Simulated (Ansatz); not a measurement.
# CHClF2 (difluorochloromethane): how far must the basis set go?

The species is CHClF2 (5 atoms), meant as a singlet with charge 0. SMILES: `FC(F)Cl`. Geometry: relaxed at PBE0-D4/def2-TZVP.

```tsv
atom	x (Å)	y (Å)	z (Å)
F	0.0389	-0.5681	1.2223
C	0.1094	0.0236	0.0283
F	0.8442	-0.7459	-0.7769
Cl	-1.5110	0.2089	-0.6408
H	0.5686	1.0078	0.1258
```

Program: Ansatz 0.2.0. Method: RPBE-D4. Swept: basis set. Watched: the largest force on an atom. Each run: gradient. Hardware: 1 thread of Arm Neoverse V2, shared host.

Deviations are taken from the sweep's last point, which isn't the limit.

Question: The candidates, from coarse to fine: cc-pVDZ; cc-pVTZ; cc-pVQZ; cc-pV5Z. Estimate which is the coarsest that holds the largest force on an atom within 0.05 eV/Å of the last.

Answer: cc-pVTZ: it is 0.04109 eV/Å off and takes 3.3 s, against 12 s for cc-pV5Z.

| basis set | basis functions | value (eV/Å) | from the best (eV/Å) | wall time |
| --- | --- | --- | --- | --- |
| cc-pVDZ | 65 | 1.25402 | +0.09453 | 1.6 s |
| cc-pVTZ | 138 | 1.11840 | -0.04109 | 3.3 s |
| cc-pVQZ | 254 | 1.12978 | -0.02971 | 5.1 s |
| cc-pV5Z | 423 | 1.15949 | 0.00000 | 12 s |
